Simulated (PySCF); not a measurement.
Species: C2H5N (triplet state).
Cartesian coordinates in Å at the GFN2-xTB level; atoms count from 1:
```
atom  x, y, z in Å
C1    -0.7918    0.0002   -0.0421
C2     0.7564   -0.0221    0.0258
N3     1.3099    1.1383    0.4337
H4    -1.1958    0.2228    0.9414
H5    -1.1159    0.7704   -0.7365
H6    -1.1536   -0.9685   -0.3749
H7     1.1409   -0.2887   -0.9796
H8     1.0590   -0.8430    0.7076
```

The species is `CC[N]` [triplet].

Computed, not measured: UKS B3LYP, pcH-1 on C H N, non-relativistic, mean-field spin-orbit, GIAO in PySCF. Geometry: GFN2-xTB; no solvent, vibrations or thermal averaging. Couplings are sensitive to structure, and on GFN2-xTB geometries they can be far from those on DFT ones.

(1) The isotropic 13C couplings are +53.2, -38.3 MHz. Assign them to C1; C2.

(2) The isotropic 1H couplings, averaged over equivalent nuclei, are +118.7, -0.6 MHz. Assign them to H4/H5/H6; H7/H8.

Results:

(1) 
| site | a_iso (MHz) | ρ(0) (bohr⁻³) | position | distance from N3 (Å) | spin population | largest \|T\| (MHz) |
| --- | --- | --- | --- | --- | --- | --- |
| C1 | +53.2 | +0.0947 | 2 bonds from N3 | 2.44 | +0.09 | 10.4 |
| C2 | -38.3 | -0.0681 | 1 bond from N3 | 1.35 | -0.16 | 6.5 |

(2) 
| site | a_iso (MHz) | ρ(0) (bohr⁻³) | position | distance from N3 (Å) | bound to | spin population there | largest \|T\| (MHz) |
| --- | --- | --- | --- | --- | --- | --- | --- |
| H4/H5/H6 | -0.6 | -0.0003 | 3 bonds from N3 | 2.92 | C1 | +0.09 | 6.9 |
| H7/H8 | +118.7 | +0.0531 | 2 bonds from N3, on C2 of spin population -0.16 | 2.02 | C2 | -0.16 | 11.0 |

ρ(0) is the spin density at the nucleus and T the dipolar tensor; entries for several nuclei are means. The Mulliken spin populations are largest on N3 (+1.83), C2 (-0.16), H8 (+0.11) and H7 (+0.11). No atom but N3 exceeds +0.15. The positive populations add up to 2.16 and the negative ones to -0.16, together 2S = 2.

Class means assume fast exchange of nuclei equivalent by connectivity; if that motion is slow, each nucleus keeps its own coupling. The three 1H nuclei of mean -0.6 MHz run from -3.9 to 5.9 MHz in the frozen geometry.

Time: 20 s of wall time. Hardware: one thread of an Arm Neoverse V1, no GPU (shared host).
